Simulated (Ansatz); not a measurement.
Z-matrix (Å, degrees):
```
C
C 1 1.523
H 1 1.095 2 110.6
H 1 1.093 2 111.4 3 -119.6
H 1 1.093 2 111.4 3 119.7
C 2 1.535 1 110.9 3 -60.2
C 2 1.524 1 109.8 3 64.6
H 2 1.098 1 107.6 3 -177.9
C 6 1.528 2 116.0 1 -140.5
H 6 1.098 2 109.4 1 95.7
H 6 1.096 2 109.0 1 -19.3
H 7 1.095 2 110.2 1 -59.5
H 7 1.093 2 111.2 1 59.6
H 7 1.091 2 112.3 1 -179.3
C 9 1.522 6 110.1 2 176.3
C 9 1.522 6 113.5 2 -59.3
H 9 1.099 6 107.1 2 59.3
H 15 1.093 9 111.4 6 -55.9
H 15 1.095 9 110.6 6 63.9
H 15 1.093 9 111.4 6 -176.5
H 16 1.093 9 110.7 6 -178.6
H 16 1.092 9 112.1 6 61.4
H 16 1.095 9 110.9 6 -59.3
```

Total charge 0; spin multiplicity 1.

(1) List the PBE0/def2-TZVPP orbital energies in eV (the Gaussian-basis code of Ansatz). (Estimate.)

Answers

(1) Computed: Occupied: -278.13, -278.12, -277.77, -277.66, -277.66, -277.65, -277.63, -23.03, -21.82, -19.21, -18.96, -18.89, -15.96, -15.52, -13.03, -12.93, -12.35, -11.95, -11.35, -11.03, -10.69, -10.61, -10.26, -9.98, -9.41, -9.18, -8.81, -8.74, -8.53. Lowest empty: 1.17, 1.73, 1.86, 2.11, 2.77, 2.86, 2.90, 3.03.
